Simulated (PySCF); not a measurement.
methylamine (CH5N), SMILES CN.

Geometry: B3LYP-D3(BJ)/def2-TZVP.

Method: r2SCAN/def2-TZVPD (PySCF).

Symmetry labels are those of the subgroup Cs that the program uses (full group Cs).

Computed valence orbital energies around the gap with their symmetry:
```tsv
orbital	symmetry	energy (eV)
HOMO−7	A'	-273.39
HOMO−6	A'	-22.87
HOMO−5	A'	-17.04
HOMO−4	A"	-12.45
HOMO−3	A'	-11.11
HOMO−2	A'	-10.10
HOMO−1	A"	-9.14
HOMO	A'	-5.65
LUMO	A'	0.59
LUMO+1	A'	1.49
LUMO+2	A"	2.45
LUMO+3	A'	2.92
```
